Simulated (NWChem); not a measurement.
**doublet C4H10O+ at 3 levels**

We compute a comparison of 3 runs (UB3LYP/def2-SVP, UBHLYP/def2-SVP, UM06-2X/def2-SVP) of doublet C4H10O+. 

Program for the calculation: NWChem 7.3.0.

## 1. The system as given

C4H10O+ has 15 atoms, charge +1, and is taken as a doublet. As SMILES of the parent species, `CCCOC`. Geometry: relaxed at PBE0-D4/def2-TZVP. This is one conformer, not always the lowest. That shape belongs to the parent species and isn't relaxed for this state.

Bond lengths: C1–C2 1.519 Å, C2–C3 1.511 Å, C3–O4 1.405 Å, O4–C5 1.398 Å, C1–H6 1.094 Å, C1–H7 1.092 Å, C1–H8 1.091 Å, C2–H9 1.095 Å, C2–H10 1.095 Å, C3–H11 1.101 Å, C3–H12 1.103 Å, C5–H13 1.090 Å, C5–H14 1.100 Å, C5–H15 1.100 Å. Some angles: C1–C2–C3 113.1°, C2–C3–O4 109.3°, C3–O4–C5 112.5°, C1–C2–H9 110.3°, C1–C2–H10 110.2°, C3–C2–H9 107.9°, C3–C2–H10 108.5°, C2–C1–H6 111.0°, C2–C1–H7 111.3°, C2–C1–H8 110.8°.

## 2. The energy at UB3LYP/def2-SVP (run 1)

run.py

```python
from ase import Atoms
from ase.calculators.nwchem import NWChem

atoms = Atoms(['C', 'C', 'C', 'O', 'C', 'H', 'H', 'H', 'H', 'H', 'H', 'H', 'H', 'H', 'H'], positions=[
    [-1.590400, -0.737100, -1.038200],
    [-0.374800, -1.300100, -0.322500],
    [0.668700, -0.252100, -0.013200],
    [0.125100, 0.699600, 0.865900],
    [1.027900, 1.722200, 1.172200],
    [-1.307900, -0.284600, -1.993300],
    [-2.325800, -1.517900, -1.244000],
    [-2.072400, 0.033100, -0.434200],
    [0.098500, -2.077200, -0.931700],
    [-0.676600, -1.776600, 0.615800],
    [1.557900, -0.717300, 0.440900],
    [0.998400, 0.242400, -0.942500],
    [0.529400, 2.412500, 1.853400],
    [1.931600, 1.331000, 1.661600],
    [1.336500, 2.272200, 0.271500],
])

calc = NWChem(
    label='work',
    theory='dft',
    memory='2200 mb',
    basis='def2-SVP',
    basispar='spherical bse',
    charge=1,
    dft={'xc': 'b3lyp', 'mult': '2', 'grid': 'fine', 'convergence': 'energy 1e-08', 'iterations': '100', 'mulliken': None, 'print': 'low'},
    task='energy',
)
atoms.calc = calc

e = atoms.get_potential_energy()
print(f"E = {e:.6f} eV")
```

Started as:

```
$ export ASE_NWCHEM_COMMAND="nwchem PREFIX.nwi > PREFIX.nwo"
$ python run.py
```

Standard output:

```text
E = -6343.868566 eV
```

The calculator wrote work.nwi:

```
title "work"

permanent_dir work

scratch_dir work

start work

geometry units angstrom nocenter noautosym noautoz
  C  -1.5904000000000000e+00 -7.3709999999999998e-01 -1.0382000000000000e+00
  C  -3.7480000000000002e-01 -1.3001000000000000e+00 -3.2250000000000001e-01
  C  6.6869999999999996e-01 -2.5209999999999999e-01 -1.3200000000000000e-02
  O  1.2509999999999999e-01 6.9960000000000000e-01 8.6590000000000000e-01
  C  1.0279000000000000e+00 1.7222000000000000e+00 1.1721999999999999e+00
  H  -1.3079000000000001e+00 -2.8460000000000002e-01 -1.9933000000000001e+00
  H  -2.3258000000000001e+00 -1.5179000000000000e+00 -1.2440000000000000e+00
  H  -2.0724000000000000e+00 3.3099999999999997e-02 -4.3419999999999997e-01
  H  9.8500000000000004e-02 -2.0771999999999999e+00 -9.3169999999999997e-01
  H  -6.7659999999999998e-01 -1.7766000000000000e+00 6.1580000000000001e-01
  H  1.5579000000000001e+00 -7.1730000000000005e-01 4.4090000000000001e-01
  H  9.9839999999999995e-01 2.4240000000000000e-01 -9.4250000000000000e-01
  H  5.2939999999999998e-01 2.4125000000000001e+00 1.8533999999999999e+00
  H  1.9316000000000000e+00 1.3310000000000000e+00 1.6616000000000000e+00
  H  1.3365000000000000e+00 2.2722000000000002e+00 2.7150000000000002e-01
end

charge 1

memory 2200 mb

basis spherical bse noprint
   * library def2-SVP
end

dft
  xc b3lyp
  mult 2
  grid fine
  convergence energy 1e-08
  iterations 100
  mulliken
  print low
end

task dft energy
```

work.nwo:

```text
Northwest Computational Chemistry Package (NWChem) 7.3.0
             --------------------------------------------------------

           Job information
           ---------------

    nwchem branch   = 7.3.0
    use scalapack   = T
    input           = work.nwi
    prefix          = work.
    data base       = work/work.db
    status          = startup
    nproc           =        1

           Memory information
           ------------------

    heap     =     72089596 doubles =      550.0 Mbytes
    stack    =     72089601 doubles =      550.0 Mbytes
    global   =    144179200 doubles =     1100.0 Mbytes (distinct from heap & stack)
    total    =    288358397 doubles =     2200.0 Mbytes
    verify   = yes
    hardfail = no

[... 37 lines left out ...]
            Nuclear Dipole moment (a.u.)
[... 100 lines left out ...]
   convergence    iter        energy       DeltaE   RMS-Dens  Diis-err    time
[... 13 lines left out ...]
         Total DFT energy =     -233.132871669288
      One electron energy =     -686.756139121705
           Coulomb energy =      294.598243501345
    Exchange-Corr. energy =      -33.678038762746
 Nuclear repulsion energy =      192.703062713819
[... 41 lines left out ...]
     ------------------------------------------
      Spin Density - Lowdin Population Analysis
     ------------------------------------------

    Atom       Charge   Shell Charges
 -----------   ------   -------------------------------------------------------
    1 C    6     0.03   0.00  0.00 -0.00  0.02  0.01  0.00
    2 C    6     0.01  -0.00 -0.00 -0.00  0.01 -0.00  0.00
    3 C    6     0.03  -0.00 -0.00 -0.00  0.02  0.00  0.02
[... 11 lines of this table left out ...]
   15 H    1     0.05   0.04  0.01 -0.00

     --------------------------
     Expectation value of S2:
     --------------------------
      <S2> =      0.7538 (Exact =     0.7500)

 Task  times  cpu:      148.0s     wall:      148.0s
 Total times  cpu:      148.1s     wall:      148.1s
```

It took 2.5 min on 1 thread of AMD EPYC 7R43 (Zen 3), shared host; peak memory 0.12 GiB.

## 3. The energy at UBHLYP/def2-SVP (run 2)

c4h10o.nw

```
echo
START c4h10o
TITLE "C4H10O"
memory 2200 mb
charge 1

GEOMETRY units angstroms noautosym nocenter noautoz
  C       -1.590400      -0.737100      -1.038200
  C       -0.374800      -1.300100      -0.322500
  C        0.668700      -0.252100      -0.013200
  O        0.125100       0.699600       0.865900
  C        1.027900       1.722200       1.172200
  H       -1.307900      -0.284600      -1.993300
  H       -2.325800      -1.517900      -1.244000
  H       -2.072400       0.033100      -0.434200
  H        0.098500      -2.077200      -0.931700
  H       -0.676600      -1.776600       0.615800
  H        1.557900      -0.717300       0.440900
  H        0.998400       0.242400      -0.942500
  H        0.529400       2.412500       1.853400
  H        1.931600       1.331000       1.661600
  H        1.336500       2.272200       0.271500
END

BASIS spherical bse
  C library def2-SVP
  O library def2-SVP
  H library def2-SVP
END

DFT
  xc bhlyp
  mult 2
  grid fine
  convergence energy 1e-08
  maxiter 100
  mulliken
  print medium
END

TASK dft energy
```

Started as:

```
$ nwchem c4h10o.nw > c4h10o.out
```

Standard output:

```text
[...]
          Wavefunction type:  spin polarized.
          No. of atoms     :    15
          No. of electrons :    41
[...]
          Charge           :     1
          Spin multiplicity:     2
[...]
          AO basis - number of functions:   120
[...]
              XC Information
              --------------
                        BHLYP Method XC Functional
                     Hartree-Fock (Exact) Exchange  0.500
                        Slater Exchange Functional  0.500 local
                    Becke 1988 Exchange Functional  0.500 non-local
              Lee-Yang-Parr Correlation Functional  1.000
[...]
 d= 0,ls=0.0,diis     1   -232.8597313123 -4.26D+02  4.18D-03  1.95D-01    10.5
[...]
 d= 0,ls=0.0,diis    15   -232.9831399543 -4.84D-09  1.30D-07  5.75D-11   149.9
[...]
         Total DFT energy =     -232.983139954282
      One electron energy =     -686.489484175062
           Coulomb energy =      294.355128800838
    Exchange-Corr. energy =      -33.551847293877
 Nuclear repulsion energy =      192.703062713819
[...]
      Total Density - Mulliken Population Analysis
     ---------------------------------------------
    Atom       Charge   Shell Charges
 -----------   ------   -------------------------------------------------------
    1 C    6     6.05   1.99  0.88  0.18  2.11  0.86  0.03
    2 C    6     6.08   1.99  0.90  0.17  2.12  0.85  0.04
    3 C    6     5.94   1.99  0.94  0.13  2.06  0.77  0.06
    4 O    8     8.07   1.99  1.15  0.69  2.77  1.45  0.02
    5 C    6     5.91   1.99  0.91  0.17  2.07  0.73  0.05
    6 H    1     0.95   0.75  0.18  0.02
    7 H    1     0.91   0.73  0.15  0.02
    8 H    1     0.95   0.75  0.18  0.02
    9 H    1     0.92   0.74  0.15  0.02
   10 H    1     0.92   0.74  0.15  0.02
[...]
      <S2> =      0.7571 (Exact =     0.7500)
[...]
```

Wall time 2.5 min (1 thread of AMD EPYC 7R43 (Zen 3), shared host); peak memory 0.12 GiB.

## 4. A single-point energy at UM06-2X/def2-SVP (run 3)

c4h10o.nw

```
start c4h10o
memory 2200 mb
charge 1

geometry units angstrom noautosym nocenter noautoz
C    -1.590400   -0.737100   -1.038200
C    -0.374800   -1.300100   -0.322500
C     0.668700   -0.252100   -0.013200
O     0.125100    0.699600    0.865900
C     1.027900    1.722200    1.172200
H    -1.307900   -0.284600   -1.993300
H    -2.325800   -1.517900   -1.244000
H    -2.072400    0.033100   -0.434200
H     0.098500   -2.077200   -0.931700
H    -0.676600   -1.776600    0.615800
H     1.557900   -0.717300    0.440900
H     0.998400    0.242400   -0.942500
H     0.529400    2.412500    1.853400
H     1.931600    1.331000    1.661600
H     1.336500    2.272200    0.271500
end

basis spherical bse
* library def2-SVP
end

dft
xc m06-2x
mult 2
grid fine
convergence energy 1e-08
maxiter 100
mulliken
end

task dft energy
```

Started as:

```
$ nwchem c4h10o.nw > c4h10o.out
```

Standard output:

```text
[...]
          Wavefunction type:  spin polarized.
          No. of atoms     :    15
          No. of electrons :    41
[...]
          Charge           :     1
          Spin multiplicity:     2
[...]
          AO basis - number of functions:   120
[...]
              XC Information
              --------------
                       M06-2X Method XC Functional
                     Hartree-Fock (Exact) Exchange  0.540
                        M06-2X Exchange Functional  1.000
                      M06-2X Correlation Potential  1.000
[...]
 d= 0,ls=0.0,diis     1   -232.8842394599 -4.26D+02  4.28D-03  1.85D-01    12.9
[...]
 d= 0,ls=0.0,diis    15   -232.9948427525 -8.99D-09  1.06D-07  6.57D-11   193.3
[...]
         Total DFT energy =     -232.994842752469
      One electron energy =     -686.540267449453
           Coulomb energy =      294.367394004420
    Exchange-Corr. energy =      -33.525032021255
 Nuclear repulsion energy =      192.703062713819
[...]
      Total Density - Mulliken Population Analysis
     ---------------------------------------------
    Atom       Charge   Shell Charges
 -----------   ------   -------------------------------------------------------
    1 C    6     6.10   1.99  0.87  0.21  2.12  0.89  0.03
    2 C    6     6.12   1.99  0.89  0.20  2.13  0.89  0.03
    3 C    6     5.99   1.99  0.93  0.16  2.06  0.80  0.06
    4 O    8     8.08   1.99  1.14  0.69  2.76  1.48  0.02
    5 C    6     5.96   1.99  0.90  0.20  2.08  0.75  0.05
    6 H    1     0.93   0.74  0.17  0.02
    7 H    1     0.89   0.73  0.14  0.02
    8 H    1     0.93   0.74  0.17  0.02
    9 H    1     0.90   0.74  0.14  0.02
   10 H    1     0.90   0.74  0.14  0.02
[...]
      <S2> =      0.7548 (Exact =     0.7500)
[...]
```

It took 3.2 min on 1 thread of AMD EPYC 7R43 (Zen 3), shared host; peak memory 0.12 GiB.

## 5. The series

| run | level | energy (Eh) | ⟨S²⟩ | wall time |
| --- | --- | --- | --- | --- |
| 1 | UB3LYP/def2-SVP | -233.132872 | 0.754 | 2.5 min |
| 2 | UBHLYP/def2-SVP | -232.983140 | 0.757 | 2.5 min |
| 3 | UM06-2X/def2-SVP | -232.994843 | 0.755 | 3.2 min |

## 6. Summary of results

| quantity | value |
| --- | --- |
| run 3: total energy | -232.99484 Eh |
| run 3: HOMO energy (highest over α and β) | -15.44 eV |
| run 3: LUMO energy (lowest over α and β) | -11.01 eV |
| run 3: ⟨S²⟩ | 0.755 |

In words: Totals of different functionals can't be ranked against each other. All runs together took 8.3 min, the longest 3.2 min.
